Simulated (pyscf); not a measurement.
Structures and frequencies: ωB97X-D3(BJ)/def2-SVP in PySCF.

Q: Estimate by transition-state theory the rate constant of `[OH][PH2]` + `[H]` [doublet] -> `[O][PH2]` [doublet] + `[H][H]` (doublet surface; H–O broken, H–H formed) at 298 K, with ωB97M-D3(BJ)/def2-TZVP energies (ideal gas, 1 atm, RRHO with modes under 100 cm⁻¹ raised to 100, one conformer, R ln 2 for chiral ones without a mode under 150 cm⁻¹; no tunnelling).

A: The electronic barrier is 9.1 kcal/mol and the thermal terms add +4.0, so ΔG‡ = 13.2 kcal/mol. With k_BT/h = 6.21e+12 s⁻¹ and RT = 0.592 kcal/mol, and a volume of 4.06e-20 cm³ per molecule at 1 atm, k = 5.5e-17 cm³ molecule⁻¹ s⁻¹. Wigner's tunnelling factor for 1995i cm⁻¹ would be 4.86, likely too low at so high a frequency. A shift of 1 kcal/mol in the barrier changes k by a factor 5.4. •O–PH₂ lies 8.3 kcal/mol over its isomer HO–PH• (electronic energy, ωB97M-D3(BJ)/def2-TZVP). This is the saddle that the search found; another between the same sides may lie lower. The angle at the transferred H is 171°.
